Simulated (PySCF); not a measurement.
Energy landscape of H₃P, singlet: map of symmetric stretch and umbrella angle. Scanned: P-H bond length and angle between the P-H bonds and the threefold axis (90 = planar).

Level of theory: PySCF with RHF/def2-TZVP.

Energy in kJ/mol above the lowest grid point; x is the P-H bond length (Å), y the angle between the P-H bonds and the threefold axis (90 = planar) (°).

```csv
y \ x,1.25,1.34,1.40,1.47,1.53,1.60,1.66,1.73,1.77
130,145.6,49.3,28.9,36.7,63.8,112.5,165.0,235.0,278.0
127.20,125.0,31.2,12.3,21.9,50.2,100.3,153.8,224.8,268.3
123.20,107.4,16.9,0.0,11.6,41.5,93.2,147.8,219.8,263.8
119.20,102.6,15.1,0.1,13.6,44.9,97.8,153.2,225.9,270.2
115.20,109.0,24.5,11.3,26.7,59.2,113.3,169.5,242.6,287.0
111.20,124.5,43.1,31.9,49.3,83.3,138.7,195.6,269.2,313.6
107.20,146.2,68.4,59.3,79.1,115.0,172.1,230.1,304.4,348.9
103.20,170.8,96.6,90.1,112.8,150.9,210.5,270.2,346.0,391.1
99.20,194.0,123.5,119.5,145.3,186.3,249.1,311.5,390.2,436.6
95.20,211.7,144.0,142.3,170.9,214.6,280.9,346.5,429.3,478.1
90,220.8,154.7,154.2,184.5,229.8,298.3,366.4,452.5,503.7
```

Points that lie below all their neighbours on the grid: x = 1.40, y = 123.20 (0.0 kJ/mol).
